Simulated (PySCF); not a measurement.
Vertical excitations of a molecule C3H6O from TDDFT-CAM-B3LYP/def2-SVPD (PySCF), as energy in eV (oscillator strength): 4.50 (0.000), 6.97 (0.030), 8.32 (0.010), 8.51 (0.003), 8.73 (0.000), 8.87 (0.000), 8.94 (0.048). Lowest triplet (TDA): 3.92 eV. Coordinates come from a PBE0-D3(BJ)/def2-SVP optimisation. The values are those of a single conformer.

Question: Pick the molecule that these values belong to.
A) CC(C)=O
B) C=COC
C) OC1CC1
D) C1COC1

Answer: A, CC(C)=O
